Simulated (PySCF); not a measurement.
## MgCl₂: PBE0 against B3LYP

Base calculation in PySCF with density fitting and no spin–orbit coupling, PBE0/def2-TZVP (no relativity): singlet, D∞h, Mg–Cl 2.170 Å (×2); wavenumbers 109 (×2), 324, 623 cm⁻¹; gap between the highest occupied and lowest empty levels 7.22 eV, polar-tensor charge of Mg 1.24 e, atomisation energy (no zero-point energy) 774 kJ/mol.

Q: What changes on going to B3LYP/def2-TZVP (no relativity)?

A: The point group stays the same. Changes: mean bond to Mg +0.007 Å, highest wavenumber -8 cm⁻¹, lowest wavenumber 0 cm⁻¹, gap between the highest occupied and lowest empty levels -0.62 eV, polar-tensor charge of Mg -0.03 e, atomisation energy (no zero-point energy) -26 kJ/mol. The new structure has Mg–Cl 2.177 Å (×2), with wavenumbers 109 (×2), 320, 615 cm⁻¹.

The structures come from searches over a few start shapes, so lower isomers are not excluded.
